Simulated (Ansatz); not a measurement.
**C₂H₅Si radical: a ladder of functionals and wavefunction methods**

One table from this session's results is given with a row withheld; the runs are named, their logs left out.

The runs use Ansatz 0.2.0, Gaussian basis; functionals in def2-TZVPP, the program's frozen cores in correlated methods.

Plan: LDA (SPW92), PBE-D4, revPBE-D4, BLYP-D4, r2SCAN-D4, B97M-V, PBE0-D4, B3LYP-D4, r2SCANh-D4, r2SCAN0-D4, HSE06-D4, BHLYP-D4, CAM-B3LYP-D4, LC-ωPBE, ωB97X-V, ωB97M-V, B2PLYP, PBE-QIDH; CCSD(T)/def2-SVP.

### The relaxed structure

All runs share one geometry, relaxed beforehand with PBE0-D4 in a triple-zeta def2 set.

SMILES `[CH]=C[SiH3]`, 8 atoms, charge 0, spin multiplicity 2.

Atoms are counted from 1 here; the program's logs count them from 0.

Bond lengths: C1–C2 1.302 Å, C1–H4 1.082 Å, C2–Si3 1.869 Å, C2–H5 1.098 Å, Si3–H6 1.488 Å, Si3–H7 1.488 Å, Si3–H8 1.483 Å. Angles: C2–C1–H4 139.4°, C1–C2–Si3 122.1°, C1–C2–H5 119.7°, Si3–C2–H5 118.2°, C2–Si3–H6 109.9°, C2–Si3–H7 109.8°, C2–Si3–H8 109.7°, H6–Si3–H7 107.8°, H6–Si3–H8 109.8°, H7–Si3–H8 109.8°.

The first run:

File in.yaml:

```yaml
crystal:
  periodic: [false, false, false]
  atoms:
    - {symbol: C, position_ang: [-1.220677, 0.231708, -1.171380]}
    - {symbol: C, position_ang: [-0.100542, 0.518421, -0.572082]}
    - {symbol: Si, position_ang: [0.551702, -0.497669, 0.854169]}
    - {symbol: H, position_ang: [-1.837933, 0.600214, -1.979882]}
    - {symbol: H, position_ang: [0.488599, 1.382819, -0.904110]}
    - {symbol: H, position_ang: [0.703571, 0.361691, 2.059083]}
    - {symbol: H, position_ang: [1.892549, -1.044645, 0.513129]}
    - {symbol: H, position_ang: [-0.385168, -1.609639, 1.145372]}
basis:
  gaussian: {orbitals: def2-TZVPP}
magnetization: {spin_polarized: true, initial_magnetization: 1}
hamiltonian: {xc: lda}
output: {orbitals: {seedname: orbitals}}
```

On the command line:

```sh
ansatz run in.yaml --threads 2 --pin off --events-out ev --progress --plain --max-ram 32768MiB --backend cpu
```

Among the steps run: LDA; PBE-D4 (GGA); revPBE-D4 (GGA); BLYP-D4 (GGA); r2SCAN-D4 (meta-GGA); B97M-V (meta-GGA); B3LYP-D4 (hybrid); r2SCANh-D4 (hybrid); r2SCAN0-D4 (hybrid); HSE06-D4 (hybrid); BHLYP-D4 (hybrid); CAM-B3LYP-D4 (range-separated); LC-ωPBE (range-separated); ωB97X-V (range-separated); ωB97M-V (range-separated); B2PLYP (double hybrid); PBE-QIDH (double hybrid).

One table of the session follows, with a row left open; its other results are not shown here.

It belongs to the step «Orbital energies across the functionals». 

```
  functional  HOMO (eV)  LUMO (eV)  gap (eV)
 LDA (SPW92)      -5.17      -3.58      1.59
      PBE-D4      -5.26      -3.08      2.18
   revPBE-D4      -5.24      -2.93      2.31
     BLYP-D4      -5.09      -3.13      1.96
   r2SCAN-D4      -5.71      -2.35      3.36
      B97M-V      -5.56      -2.88      2.69
     PBE0-D4      -6.69      -1.83      4.85
    B3LYP-D4      -6.38      -2.34      4.04
  r2SCANh-D4      -6.24      -1.94      4.30
  r2SCAN0-D4          ?          ?         ?
    HSE06-D4      -6.28      -2.23      4.06
    BHLYP-D4      -7.97      -0.77      7.20
CAM-B3LYP-D4      -8.01      -0.87      7.15
     LC-ωPBE      -9.48       0.70     10.18
     ωB97X-V      -8.95       0.11      9.06
     ωB97M-V      -8.69      -0.03      8.67
```

**Question.** Estimate the row for r2SCAN0-D4.

Worked estimate for «HOMO (eV)». Against the share of exact exchange, r2SCAN-D4 (0, -5.71), r2SCANh-D4 (0.1, -6.24) give a slope of -5.30 per unit share; at 0.25 the line stands at -7.03.

As computed: HOMO (eV): -7.02; LUMO (eV): -1.33; gap (eV): 5.69. In «HOMO (eV)» the line misses by -0.01.
